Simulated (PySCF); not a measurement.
**Working out the electron affinity of Si**

Si⁻ [Ne] 3s2 3p3 (4S) → Si [Ne] 3s2 3p2 (3P). Calculation: PySCF 2.14, in aug-cc-pCVTZ-DK; the spin-free X2C one-electron Hamiltonian (Gaussian nucleus). Frozen: [Ne]. Energies in hartree (1 hartree = 27.21139 eV):

```csv
part,Si⁻ (lower),Si (upper)
UHF,-289.490353,-289.459292
CCSD correlation,-0.092484,-0.075044
(T),-0.004790,-0.002586
```

Task: What does Hartree-Fock give?

Result: (-289.459292) − (-289.490353) = 0.031061 hartree = 0.845 eV.

Task: What do CCSD and CCSD(T) give?

Result: The CCSD correlation energies differ by 0.017440 hartree = 0.475 eV and the triples by 0.002204 hartree = 0.060 eV, so CCSD gives 1.320 eV and CCSD(T) 1.380 eV.

A first-order spin-orbit estimate adds -0.016 eV to CCSD(T) (valence), giving 1.364 eV against 1.390 eV (measured; photodetachment measurements, as compiled on the Wikipedia data page of electron affinities).

What remains against the reference includes basis incompleteness, the frozen core and higher excitations.
